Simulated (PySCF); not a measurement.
# Molecular orbitals of AlB

PBE0 at R = 2.029 Å; PySCF, no relativity, basis sets Al def2-TZVPP, B def2-TZVPP. State: ³Π (triplet), unpaired electrons σ ↑, π ↑, a second solution, started from another occupation. Only the outer orbitals are listed, counted within each symmetry.

```tsv
spin	orbital	occ.	ε (eV)	on Al (%)	main shells (%)
α	5σ	1	-13.25	38	57 B s, 28 Al s, 9 Al p
α	6σ	1	-8.12	49	47 Al s, 28 B s, 23 B p
α	2π	1	-5.92	32	68 B p, 28 Al p
α	7σ	1	-5.45	56	40 B p, 33 Al p, 22 Al s
α	2π	0	-3.65	42	57 B p, 39 Al p
α	3π	0	-1.04	79	75 Al p, 21 B p
α	3π	0	-0.67	68	62 Al p, 32 B p
β	5σ	1	-11.62	46	48 B s, 37 Al s
β	6σ	1	-6.59	71	57 Al s, 27 B s, 12 Al p
β	2π	0	-3.26	48	51 B p, 46 Al p
β	2π	0	-2.54	58	56 Al p, 42 B p
β	7σ	0	-2.03	30	45 B p, 29 Al p, 26 B s
```

Question: Which are the highest filled and the lowest empty level, where do they sit, and how wide is the gap?

Answer: Highest filled α 7σ at -5.45 eV (in %: 40 B p, 33 Al p, 22 Al s); lowest empty α 2π at -3.65 eV (in %: 57 B p, 39 Al p); the gap at PBE0 is 1.80 eV.

```
bond order (Mayer)                              : 1.23
⟨S²⟩                                            : 2.006
charge on Al (Mulliken, basis-dependent)        : 0.07
charge on Al (Löwdin, basis-dependent)          : 0.24
dipole moment (positive dipole means Al(−)B(+)) : -0.67 D
```
